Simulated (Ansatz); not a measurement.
Two shapes of doublet BH4 in separate pieces.

Shape 1:

```xyz
5

B    -0.1471    0.4129    0.1426
H     1.7723   -5.9461   -1.9794
H     0.7978    0.9691   -0.3464
H     0.0083   -0.1240    1.1983
H    -1.2458    0.8639   -0.2039
```

Shape 2:

```xyz
5

B    -0.0533    0.1849    0.0690
H     0.5382   -2.1818   -0.7596
H     0.5196    0.9662   -0.5828
H     0.5339   -0.7819    0.4799
H    -1.2652    0.2056    0.3194
```

Basis set: def2-SVP (spherical functions). Frozen core: 1 orbital. Charge 0, multiplicity 2.

Computed with Ansatz (development build ahead of 0.2.0); each method stands on the lowest determinant of its kind that the runs found.

(1) Which shape is lower in energy, and by how much in each method?

## Answers

(1)

```json
{"method": "UHF", "E(2) − E(1) (eV)": "0.018"}
{"method": "UHF-MP2", "E(2) − E(1) (eV)": "-0.013"}
{"method": "PBE0 (unrestricted)", "E(2) − E(1) (eV)": "-0.081"}
```

The methods disagree on the order. Caution for PBE0 (unrestricted): charge can spread falsely over distant fragments.
